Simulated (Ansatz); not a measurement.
A run of Ansatz (development build ahead of 0.2.0) on doublet CH at this shape:

```yaml
atoms:
  - { symbol: C, position_ang: [0.0000, 0.0000, 0.5600] }
  - { symbol: H, position_ang: [0.0000, 0.0000, -0.5600] }
```

Its results:

```yaml
Converged: yes
Reference_energy: -37.76873 hartree
CCSD_correlation_energy: -0.04222 hartree
Triples_correction: -0.00002 hartree
Total_energy: -37.81097 hartree
Spin_squared_of_the_determinant: 0.750
```

Question: Which input gives this output? Name the method, the orbitals and the basis set, and write the input.

Answer: ROHF-CCSD(T) in STO-3G.

```yaml
crystal:
  periodic: [false, false, false]
  atoms:
    - { symbol: C, position_ang: [0.0, 0.0, 0.56] }
    - { symbol: H, position_ang: [0.0, 0.0, -0.56] }
basis:
  gaussian: { orbitals: STO-3G }
magnetization:
  initial_magnetization: 1
hamiltonian:
  xc: hf
correlation:
  method: ccsd_t
  frozen_orbitals: { C: 1, H: 0 }
```
